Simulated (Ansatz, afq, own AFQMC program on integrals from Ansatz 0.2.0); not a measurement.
Integrals from Ansatz 0.2.0, then the random walk in our own AFQMC program (afq).

```yaml
crystal:
  periodic: [false, false, false]
  atoms:
    - {symbol: Au, position_ang: [0.000000, 0.000000, 0.000000]}
    - {symbol: Si, position_ang: [0.000000, 0.000000, 5.017000]}
basis:
  gaussian: {orbitals: def2-SVP}
total_charge: 1
magnetization: {spin_polarized: true, initial_magnetization: 2}
correlation: {method: ccsd_t, electrons: outside_noble_gas, hamiltonian_folder: ham}
```

```sh
$ ansatz run in.yaml --threads 1 --pin off --events-out ev --progress --plain --max-ram 1382MiB
```

afq runs on the folder ham with

```
--method phaseless --trial cisd --walkers 60 --populations 1 --least-time 40 --time-step 0.005 --steps-per-block 50 --equilibration-blocks 40 --max-blocks 300 --target-error 0.0009 --factor-cut 1e-05 --start spin_pure --seed 9169 --release-times 0.24,0.6,1.2,1.8,2.6 --release-step 0.04 --release-every 4 --taylor-order 6
```

Times are imaginary, in 1/Eh. The walk had a cap of 2953 s. Core potentials past Kr, no spin–orbit coupling.

afq prints:

```
orbitals 41  electrons 8 6  factors 293 of 492
reference energy -423.26463931 Eh
CCSD correlation -0.29007631 Eh in 16 cycles, weight of the determinant in the CISD state 0.8096
energy of the start -423.554387 Eh
 block  time / (1/Eh)  mean weight  energy / Eh
     1     0.250  1.0009  -423.548817
     2     0.500  1.0006  -423.549626
     3     0.750  0.9991  -423.551044
     4     1.000  1.0039  -423.551107
     5     1.250  1.0024  -423.555108
     7     1.750  0.9975  -423.557899
     9     2.250  0.9990  -423.563576
    13     3.250  0.9987  -423.564976
    25     6.250  1.0016  -423.560472
    37     9.250  1.0019  -423.558046
    49    12.250  1.0015  -423.562538
    61    15.250  0.9997  -423.570379
    73    18.250  0.9955  -423.559893
    79    19.750  1.0015  -423.587321
    85    21.250  1.0000  -423.565367
    97    24.250  0.9984  -423.556644
   109    27.250  1.0009  -423.559509
   121    30.250  0.9978  -423.550306
   133    33.250  0.9968  -423.558740
   145    36.250  1.0025  -423.562778
   157    39.250  0.9976  -423.557368
   169    42.250  0.9988  -423.561392
   181    45.250  0.9986  -423.566628
   193    48.250  0.9997  -423.552385
   205    51.250  0.9984  -423.555841
   217    54.250  0.9968  -423.561745
   223    55.750  0.9997  -423.546974
   229    57.250  0.9962  -423.560526
   235    58.750  1.0008  -423.558309
blocks merged  error / Eh  count
     1  0.000575  200
     2  0.000689  100
     4  0.000777  50
     8  0.000872  25
    16  0.000945  12
released: time / (1/Eh)  energy / Eh  error  mean overlap
  0.24  -423.560111  0.001438  1.0016
  0.60  -423.560826  0.001307  0.9878
  1.20  -423.558426  0.001835  0.9914
  1.80  -423.556436  0.002179  0.9600
  2.60  -423.557728  0.003726  0.9656
energy -423.560629 +/- 0.000872 Eh
(rows thinned)
```

The run passed its tests (sampling time, drift between the halves within three errors, error under three times the target), which doesn't prove that it has relaxed.

Against this walk (error 23.7 meV) on the same determinant: CCSD(T) 30.0 meV higher (within the noise). The error is statistical and leaves out the bias of the constraint. None of these is a sure reference here. The released energies get too noisy after the second time (errors over twice the walk's own, or jumping) (meV from the phaseless value at times in 1/Eh: 14 ± 39 at 0.24, -5 ± 36 at 0.60, 60 ± 50 at 1.20, 114 ± 59 at 1.80, 79 ± 101 at 2.60), so they give no level.

Cautions: constraint bias not in the error; no spin-orbit coupling; outer-core shells of the metal frozen; lower spins were not checked; higher spins were not checked; strong correlation (T1 0.060, weight of the determinant 0.81, largest double 0.11); the CCSD(T) amplitudes may be one of several solutions (largest double 0.11); the bias of populations of 60 walkers isn't removed.

The walk took 12 min on 1 thread of Intel(R) Xeon(R) 6975P-C (Granite Rapids), with other jobs on the host. The log's last line is the phaseless energy.

A walk keeps the symmetry of its determinant, which the program's search chose and which needn't be the lowest solution, so a lower state of the same spin and another symmetry isn't excluded.
